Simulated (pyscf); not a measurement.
PySCF, gas phase, ωB97X-D3(BJ)/def2-SVP geometries.

**Question.** For `[GeH3][SnH3]` + `[CH3]` [doublet] -> `[GeH3][SnH2]` [doublet] + `[CH4]`, a hydrogen abstraction (doublet surface; H–Sn broken, C–H formed), PBE/def2-TZVP gives ΔE‡ = -6.3 kJ/mol and ΔE = -151.5 kJ/mol (zero: the separated reactants). In which direction and how far do PBE0-D3(BJ)/def2-TZVP, M06-2X/def2-TZVP, ωB97M-D3(BJ)/def2-TZVP move these?

**Answer.** PBE0-D3(BJ): ΔE‡ = 0.2 kJ/mol, ΔE = -144.6 kJ/mol; M06-2X: ΔE‡ = 9.0 kJ/mol, ΔE = -166.0 kJ/mol; ωB97M-D3(BJ): ΔE‡ = 10.6 kJ/mol, ΔE = -146.8 kJ/mol. PBE's barrier lies under all of them, by 6.6 to 17.0 kJ/mol. Its reaction energy lies among theirs. At PBE this geometry lies under the reactants; that is no barrier but a single point on another level's saddle; such a level's own saddle, if it has one, lies nearer that side and is low. One saddle was located; it need not be the lowest between these sides. The angle at the transferred H is 180°. Elements up to Kr have no core potential and no relativistic terms here. Elements past Kr carry the def2 core potentials, without spin-orbit coupling.
